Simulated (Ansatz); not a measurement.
Reaction (SMILES): S=C=S → C atom + 2 S atom
B3LYP-D3(BJ)/def2-TZVP geometries, fixed; electronic energies without zero-point terms.

Basis-set convergence of the atomisation energy at HF with Ansatz (a quantum-chemistry and plane-wave program). Cartesian d functions, on some or all atoms, in 6-311G**, 6-311+G**; all else is spherical. Open shells are unrestricted. No added dispersion term, no relativity. Functions are those of the species that has most. Reference: the value in aug-cc-pV(5+d)Z, 164.54 kcal/mol, itself unsure by roughly 0.27 kcal/mol (its mean distance from pcseg-4, aug-pcseg-3, aug-cc-pV(Q+d)Z). Deviations are taken from unrounded values.

```
basis            functions  atomisation energy (kcal/mol)
---------------  ---------  -----------------------------
def2-SVP                50                         162.24
def2-SVPD               74                         160.19
pcseg-1                 50                         155.03
aug-pcseg-1             77                         157.07
cc-pV(D+d)Z             60                         159.99
aug-cc-pV(D+d)Z         87                         159.81
6-311G**                72                         157.13
6-311+G**               84                         156.83
pcseg-2                 98                         163.92
aug-pcseg-2            146                         164.30
def2-TZVP              105                         164.38
def2-TZVPD             129                         164.29
cc-pV(T+d)Z            108                         163.96
aug-cc-pV(T+d)Z        156                         163.53
def2-TZVPP             115                         164.35
def2-TZVPPD            139                         164.25
cc-pV(Q+d)Z            183                         164.44
aug-cc-pV(Q+d)Z        258                         164.40
pcseg-3                188                         165.03
aug-pcseg-3            263                         164.92
def2-QZVPP             197                         164.34
def2-QZVPPD            221                         164.34
cc-pV(5+d)Z            291                         164.55
aug-cc-pV(5+d)Z        399                         164.54
```

What the diffuse functions change, pair by pair:
- def2-SVP to def2-SVPD: 24 more functions, deviation -2.30 to -4.35 kcal/mol
- pcseg-1 to aug-pcseg-1: 27 more functions, deviation -9.51 to -7.46 kcal/mol
- cc-pV(D+d)Z to aug-cc-pV(D+d)Z: 27 more functions, deviation -4.55 to -4.72 kcal/mol
- 6-311G** to 6-311+G**: 12 more functions, deviation -7.41 to -7.70 kcal/mol
- pcseg-2 to aug-pcseg-2: 48 more functions, deviation -0.61 to -0.23 kcal/mol
- def2-TZVP to def2-TZVPD: 24 more functions, deviation -0.15 to -0.25 kcal/mol
- cc-pV(T+d)Z to aug-cc-pV(T+d)Z: 48 more functions, deviation -0.57 to -1.01 kcal/mol
- def2-TZVPP to def2-TZVPPD: 24 more functions, deviation -0.18 to -0.28 kcal/mol
- cc-pV(Q+d)Z to aug-cc-pV(Q+d)Z: 75 more functions, deviation -0.09 to -0.13 kcal/mol
- pcseg-3 to aug-pcseg-3: 75 more functions, deviation 0.49 to 0.38 kcal/mol
- def2-QZVPP to def2-QZVPPD: 24 more functions, deviation -0.19 to -0.20 kcal/mol
- cc-pV(5+d)Z to aug-cc-pV(5+d)Z: 108 more functions, deviation 0.02 to 0.00 kcal/mol

Leaving out the reference's own pair, they bring the value nearer the reference by more than 0.27 kcal/mol in 2 of 11 pairs.
